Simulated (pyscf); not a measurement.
Optimised with ωB97X-D3(BJ)/def2-SVP in PySCF. MP2 and CC: frozen core, UHF for open shells. ΔMP2 is the change of the MP2 total energy from the triple- to the quadruple-zeta basis.

Question: What is the homolytic dissociation enthalpy (298 K, CCSD(T)/def2-TZVPP + ΔMP2(QZVPP)) of the B–Cl bond of F–B(F)–Cl (SMILES FB(F)Cl), to [F–B–F]• + Cl•?

Answer: B–Cl to [F–B–F]• + Cl•: 121.8 kcal/mol. The radicals are drawn with the spin at the cut bond; how far it spreads was not checked. The CCSD(T) − MP2 part came from Ansatz, without density fitting, on the same reference. Left out: the spin-orbit lowering of Cl.
